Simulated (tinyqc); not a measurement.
Worked calculation: ROHF in the sto-3g basis, for CH, spin multiplicity 4. One step of it, computed by the program tinyqc.

Task: Iteration 1: building the Fock matrix. J_ij = sum D_kl (ij|kl) with D = D(alpha) + D(beta), K_ij = sum D_kl (ik|jl) for each spin; F = H + J - K(s); E = tr D H + tr D J / 2 - 0.5 sum_s tr D(s) K(s) + E_nn.

D(alpha) at the start:
```
            1C 1s      1C 2s    1C 2px    1C 2py     1C 2pz      2H 1s
1C 1s    1.070596  -0.300214  0.000000  0.000000  -0.033297   0.049507
1C 2s   -0.300214   1.268846  0.000000  0.000000   0.206075  -0.204725
1C 2px   0.000000   0.000000  1.000000  0.000000   0.000000   0.000000
1C 2py   0.000000   0.000000  0.000000  1.000000   0.000000   0.000000
1C 2pz  -0.033297   0.206075  0.000000  0.000000   1.203525  -0.235457
2H 1s    0.049507  -0.204725  0.000000  0.000000  -0.235457   0.067991
```

D(beta) at the start:
```
            1C 1s      1C 2s    1C 2px    1C 2py     1C 2pz      2H 1s
1C 1s    1.050521  -0.218728  0.000000  0.000000  -0.151840   0.059136
1C 2s   -0.218728   0.938097  0.000000  0.000000   0.687241  -0.243811
1C 2px   0.000000   0.000000  0.000000  0.000000   0.000000   0.000000
1C 2py   0.000000   0.000000  0.000000  0.000000   0.000000   0.000000
1C 2pz  -0.151840   0.687241  0.000000  0.000000   0.503537  -0.178595
2H 1s    0.059136  -0.243811  0.000000  0.000000  -0.178595   0.063372
```

core Hamiltonian H = T + V (hartree):
```
             1C 1s      1C 2s     1C 2px     1C 2py     1C 2pz      2H 1s
1C 1s   -18.311128  -4.414596   0.000000   0.000000  -0.021697  -1.503237
1C 2s    -4.414596  -5.240075   0.000000   0.000000  -0.204181  -2.760046
1C 2px    0.000000   0.000000  -4.140727   0.000000   0.000000   0.000000
1C 2py    0.000000   0.000000   0.000000  -4.140727   0.000000   0.000000
1C 2pz   -0.021697  -0.204181   0.000000   0.000000  -4.298114  -2.147926
2H 1s    -1.503237  -2.760046   0.000000   0.000000  -2.147926  -3.646464
```

Two-electron integrals (ij|kl) in chemists' order, unique and non-zero (hartree):
```
(11|11) 3.541948   (21|11) 0.576921   (21|21) 0.111888   (22|11) 0.854682
(22|21) 0.205284   (22|22) 0.624709   (31|31) 0.020296   (32|31) 0.030858
(32|32) 0.137996   (33|11) 0.852436   (33|21) 0.205335   (33|22) 0.624568
(33|33) 0.672833   (41|41) 0.020296   (42|41) 0.030858   (42|42) 0.137996
(43|43) 0.036269   (44|11) 0.852436   (44|21) 0.205335   (44|22) 0.624568
(44|33) 0.600295   (44|44) 0.672833   (51|51) 0.020296   (52|51) 0.030858
(52|52) 0.137996   (53|53) 0.036269   (54|54) 0.036269   (55|11) 0.852436
(55|21) 0.205335   (55|22) 0.624568   (55|33) 0.600295   (55|44) 0.600295
(55|55) 0.672833   (61|11) 0.197175   (61|21) 0.037920   (61|22) 0.069154
(61|33) 0.068924   (61|44) 0.068924   (61|51) 0.002326   (61|52) 0.004262
(61|55) 0.069635   (61|61) 0.013143   (62|11) 0.402946   (62|21) 0.097733
(62|22) 0.319396   (62|33) 0.312471   (62|44) 0.312471   (62|51) 0.009218
(62|52) 0.059118   (62|55) 0.332969   (62|61) 0.034350   (62|62) 0.201694
(63|31) 0.010767   (63|32) 0.054046   (63|53) 0.012096   (63|63) 0.027273
(64|41) 0.010767   (64|42) 0.054046   (64|54) 0.012096   (64|64) 0.027273
(65|11) 0.316873   (65|21) 0.077966   (65|22) 0.270243   (65|33) 0.256505
(65|44) 0.256505   (65|51) 0.017281   (65|52) 0.101221   (65|55) 0.297441
(65|61) 0.028915   (65|62) 0.203341   (65|65) 0.228661   (66|11) 0.528623
(66|21) 0.130400   (66|22) 0.477091   (66|33) 0.451979   (66|44) 0.451979
(66|51) 0.017231   (66|52) 0.140663   (66|55) 0.526838   (66|61) 0.046749
(66|62) 0.361036   (66|65) 0.404919   (66|66) 0.774606
```

nuclear repulsion = 3.29705427 hartree

Give: Coulomb J; exchange K(alpha); exchange K(beta); F(alpha); F(beta); total energy of this density.

Result:

Coulomb J (hartree):
```
          1C 1s   1C 2s  1C 2px  1C 2py  1C 2pz   2H 1s
1C 1s   11.4488  2.1950  0.0000  0.0000  0.0278  0.7492
1C 2s    2.1950  4.8612  0.0000  0.0000  0.1177  2.4593
1C 2px   0.0000  0.0000  4.8529  0.0000  0.0000  0.0000
1C 2py   0.0000  0.0000  0.0000  4.8529  0.0000  0.0000
1C 2pz   0.0278  0.1177  0.0000  0.0000  4.8619  2.0705
2H 1s    0.7492  2.4593  0.0000  0.0000  2.0705  3.5398
```

exchange K(alpha) (hartree):
```
         1C 1s    1C 2s  1C 2px  1C 2py   1C 2pz   2H 1s
1C 1s   3.6564   0.6736  0.0000  0.0000   0.0001  0.2378
1C 2s   0.6736   1.0960  0.0000  0.0000  -0.0022  0.5036
1C 2px  0.0000   0.0000  0.9061  0.0000   0.0000  0.0000
1C 2py  0.0000   0.0000  0.0000  0.9061   0.0000  0.0000
1C 2pz  0.0001  -0.0022  0.0000  0.0000   0.8964  0.3237
2H 1s   0.2378   0.5036  0.0000  0.0000   0.3237  0.3798
```

exchange K(beta) (hartree):
```
         1C 1s   1C 2s  1C 2px  1C 2py  1C 2pz   2H 1s
1C 1s   3.5885  0.5879  0.0000  0.0000  0.0149  0.2091
1C 2s   0.5879  0.5307  0.0000  0.0000  0.3484  0.3735
1C 2px  0.0000  0.0000  0.1279  0.0000  0.0000  0.0000
1C 2py  0.0000  0.0000  0.0000  0.1279  0.0000  0.0000
1C 2pz  0.0149  0.3484  0.0000  0.0000  0.3370  0.2995
2H 1s   0.2091  0.3735  0.0000  0.0000  0.2995  0.3078
```

F(alpha) (hartree):
```
           1C 1s    1C 2s   1C 2px   1C 2py   1C 2pz    2H 1s
1C 1s   -10.5187  -2.8933   0.0000   0.0000   0.0060  -0.9919
1C 2s    -2.8933  -1.4749   0.0000   0.0000  -0.0843  -0.8043
1C 2px    0.0000   0.0000  -0.1940   0.0000   0.0000   0.0000
1C 2py    0.0000   0.0000   0.0000  -0.1940   0.0000   0.0000
1C 2pz    0.0060  -0.0843   0.0000   0.0000  -0.3326  -0.4011
2H 1s    -0.9919  -0.8043   0.0000   0.0000  -0.4011  -0.4864
```

F(beta) (hartree):
```
           1C 1s    1C 2s  1C 2px  1C 2py   1C 2pz    2H 1s
1C 1s   -10.4509  -2.8076  0.0000  0.0000  -0.0088  -0.9632
1C 2s    -2.8076  -0.9096  0.0000  0.0000  -0.4349  -0.6743
1C 2px    0.0000   0.0000  0.5843  0.0000   0.0000   0.0000
1C 2py    0.0000   0.0000  0.0000  0.5843   0.0000   0.0000
1C 2pz   -0.0088  -0.4349  0.0000  0.0000   0.2268  -0.3769
2H 1s    -0.9632  -0.6743  0.0000  0.0000  -0.3769  -0.4144
```

total energy of this density = -37.174293 hartree
